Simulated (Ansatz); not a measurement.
How far each method lies from full CI for H₂B–B, triplet

Geometry: a point of a stretch scan, not a stationary point.

```csv
atom,x (Å),y (Å),z (Å)
B,0.0000,0.0000,0.9445
B,0.0000,0.0000,-1.2285
H,0.0000,1.0479,1.5229
H,0.0000,-1.0479,1.5229
```

Basis 6-31G; Ansatz 0.2.0. Correlated methods freeze the noble-gas cores, which leaves 8 electrons in 20 orbitals. Prefix R: restricted or restricted open-shell reference; prefix U: unrestricted. Active spaces: valence = (8e, 10o) chosen from the atoms' valence shells; pair = (4e, 4o) about the gap.

Full CI is exact within this basis and frozen core; it isn't the basis-set limit. The frozen core follows each run's orbitals, which can shift R against U totals by a few meV.

For open shells CISD and CISDTQ are restricted-active-space CI with the open shells as a complete middle space.

The UHF ⟨S²⟩ is 2.018. The T1 diagnostic (RCCSD) is 0.0620, the largest doubles amplitude (RCCSD) is 0.114 and the T1 diagnostic (UCCSD) is 0.0545.

```tsv
level	E − E(full CI) (meV)	share of correlation (%)	wall time
RHF	3118	0.00	–
UHF	3048	2.23	–
RMP2	1039	66.69	–
UMP2	1034	66.85	–
CISD	322	89.66	0.72 s
RCCSD	158	94.92	–
UCCSD	151	95.17	–
RCCSD(T)	59	98.12	0.72 s
UCCSD(T)	56	98.21	0.78 s
BCCD(T)	50	98.38	1 s
RCCSDT	6	99.80	–
UCCSDT	6	99.81	–
CISDTQ	12	99.63	6 s
RCCSDT(Q)	2	99.93	4.1 s
UCCSDT(Q)	1	99.97	3.8 s
CASSCF (pair space)	2546	18.34	–
NEVPT2 (pair space)	927	70.27	0.39 s
MRCISD (pair space)	309	90.10	–
MRCISD+Q (pair space)	119	96.19	0.69 s
CASSCF (valence space)	842	72.99	–
NEVPT2 (valence space)	241	92.26	3.6 s
MRCISD (valence space)	25	99.20	–
MRCISD+Q (valence space)	9	99.71	6 s
```

The correlation energy at full CI, counted from RHF, is -3.118 eV. That run took 54 s on 1 thread of Arm Neoverse V1, shared host over 5,855,680 determinants.

Times hold each run's SCF and search for its determinant on a shared host, so for small cases they say little of a method's own cost; they ran on 1 thread of Arm Neoverse V1.

The full-CI state has the irrep B1 of C2v, in the program's axes.

Natural occupations of full CI about the gap: 1.969 1.965 1.902 0.993 0.966 0.050 0.048 0.040 0.021 0.019; effectively unpaired electrons, Σ n²(2−n)², 2.07.
